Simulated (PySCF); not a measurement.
Cost of excited-state runs on Propynal, C₃H₂O

Molfile (atoms numbered from 1):
```
C3H2O
     RDKit          3D

  6  5  0  0  0  0  0  0  0  0999 V2000
    1.5542   -0.1082    0.5264 C   0  0  0  0  0  0  0  0  0  0  0  0
    0.4196   -0.0839    0.1309 C   0  0  0  0  0  0  0  0  0  0  0  0
   -0.9364    0.0164   -0.3551 C   0  0  0  0  0  0  0  0  0  0  0  0
   -1.6818   -0.9207   -0.4619 O   0  0  0  0  0  0  0  0  0  0  0  0
    2.5583   -0.1508    0.8807 H   0  0  0  0  0  0  0  0  0  0  0  0
   -1.2475    1.0422   -0.6291 H   0  0  0  0  0  0  0  0  0  0  0  0
  1  2  3  0
  2  3  1  0
  3  4  2  0
  1  5  1  0
  3  6  1  0
M  END
```

PySCF with density fitting, on 1 thread of an Arm Neoverse V1, shared host. Command: `OMP_NUM_THREADS=1 python excited_run.py task.json out`

Question: How long does each of these runs take, and how much memory?
- excited-state relaxation, PBE0/def2-TZVP; state S1; TDDFT; with frequencies; grid level 1
- excited-state relaxation, PBE0/def2-TZVP; state T1; UKS; with frequencies; grid level 1

Answer: 
```csv
run,level,basis functions,wall time,peak memory (GiB)
excited-state relaxation,PBE0/def2-TZVP,136,4.6 min,0.6
excited-state relaxation,PBE0/def2-TZVP,136,2.7 min,0.55
```
Times from a shared host are rough.
